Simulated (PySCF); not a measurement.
Si(OMe)H3, CH6OSi.
SMILES: `[H][Si]([H])([H])OC`

The closed-shell ground state was solved at several levels (PySCF, density fitting, gas phase, non-relativistic). Isolated species at its PBE0-D3(BJ)/def2-SVP geometry, gas phase.

```
            level  basis functions  HOMO (eV)  LUMO (eV)  gap (eV)  dipole (D)
wB97X-D/def2-SVPD              115     -10.08       1.95     12.03        1.07
   B3LYP/pcSseg-1               88      -7.85       0.30      8.15        1.16
```

(1) Estimate the row for PBE0/pcSseg-1, a basis of 88 functions; the other rows only guide the guess.

(2) Over all these levels, which gives the widest orbital gap and which the narrowest?

(3) How far do the dipole and the HOMO energy spread over the levels?

## Answers

(1) HOMO -8.09 eV, LUMO 0.51 eV, gap 8.60 eV, dipole 1.18 D.

(2) wB97X-D/def2-SVPD (range-separated hybrid) has the widest, 12.03 eV, and B3LYP/pcSseg-1 (global hybrid, 20 % exact exchange) the narrowest, 8.15 eV. Functional and basis both differ between the two, so the spread mixes both effects.

(3) The dipole runs from 1.07 to 1.18 D (mean 1.13 D) and the HOMO from -10.08 to -7.85 eV.
